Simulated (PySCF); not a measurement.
Compound: C2H4F2O.
Structure used (PBE0-D3(BJ)/def2-SVP), in Å, numbered top down from 1:
```
atom  x, y, z in Å
C1     1.1787   -0.1528   -0.0461
O2    -0.0424   -0.6417    0.4516
C3    -1.1220    0.0999    0.1297
F4    -1.3867    0.0213   -1.1955
F5    -2.1655   -0.4025    0.7860
H6     1.2075   -0.1824   -1.1475
H7     1.3652    0.8844    0.2887
H8     1.9692   -0.8002    0.3517
H9    -1.0040    1.1741    0.3814
```

Method used: core-valence-separated Tamm–Dancoff BHandHLYP/aug-pcX-1 (pcseg-1 on H) in PySCF, non-relativistic, gas phase, PBE0-D3(BJ)/def2-SVP geometry. Absolute energies from this functional tend to lie a few eV below measured edges; no shift was applied.

The lowest roots of each edge with f over 0.003 (five at most, numbered afresh; weaker and dark ones are left out), with transition dipoles (au) in the frame of the coordinates:

```tsv
root	edge	E (eV)	μx	μy	μz
1	C	286.97	0.0683	0.0291	-0.0127
2	C	287.38	0.0314	-0.0019	-0.0101
3	C	287.74	0.0223	-0.0678	-0.0099
4	C	288.02	-0.0126	0.0076	-0.0733
5	C	289.27	0.0034	-0.0238	0.0097
6	O	534.40	0.0355	0.0183	-0.0175
7	O	534.89	0.0000	-0.0139	0.0060
8	O	535.71	-0.0057	0.0040	0.0211
9	O	535.94	-0.0013	0.0245	-0.0124
10	O	536.49	0.0207	-0.0109	-0.0053
11	F	686.93	0.0089	0.0073	0.0304
12	F	687.12	-0.0243	-0.0168	0.0125
13	F	687.31	0.0060	0.0041	0.0268
14	F	687.59	-0.0226	-0.0130	0.0111
15	F	687.85	-0.0155	-0.0032	0.0045
```

Q: What are the oscillator strengths?

A: f = (2/3) ΔE |μ|², with ΔE in hartree (27.2114 eV):

| root | ΔE (Eh) | \|μ\|² (au) | f | core hole on |
| --- | --- | --- | --- | --- |
| 1 | 10.5461 | 0.005667 | 0.040 | C1 |
| 2 | 10.5612 | 0.001091 | 0.008 | C1 |
| 3 | 10.5743 | 0.005191 | 0.037 | C1 |
| 4 | 10.5845 | 0.005586 | 0.039 | C1 |
| 5 | 10.6305 | 0.000672 | 0.005 | C1 |
| 6 | 19.6388 | 0.001902 | 0.025 | O2 |
| 7 | 19.6570 | 0.000230 | 0.003 | O2 |
| 8 | 19.6868 | 0.000494 | 0.006 | O2 |
| 9 | 19.6954 | 0.000755 | 0.010 | O2 |
| 10 | 19.7158 | 0.000577 | 0.008 | O2 |
| 11 | 25.2441 | 0.001054 | 0.018 | F4 |
| 12 | 25.2511 | 0.001026 | 0.017 | F5 |
| 13 | 25.2581 | 0.000771 | 0.013 | F4 |
| 14 | 25.2684 | 0.000803 | 0.014 | F5 |
| 15 | 25.2781 | 0.000272 | 0.005 | F4 |

Q: Molecules are fixed in this frame and the field points along (1, 1, 0)/√2. What effective strengths 3 f cos²θ do the roots have (θ between field and μ)?

A: root 1 (C1): 0.100, root 2 (C1): 0.009, root 3 (C1): 0.022, root 4 (C1): 0.000, root 5 (C1): 0.004, root 6 (O2): 0.057, root 7 (O2): 0.004, root 8 (O2): 0.000, root 9 (O2): 0.011, root 10 (O2): 0.002, root 11 (F4): 0.007, root 12 (F5): 0.043, root 13 (F4): 0.003, root 14 (F5): 0.032, root 15 (F4): 0.009. Root 1 is the strongest. Averaged over all orientations cos²θ is 1/3, which gives f back.

One conformer stands for the species.
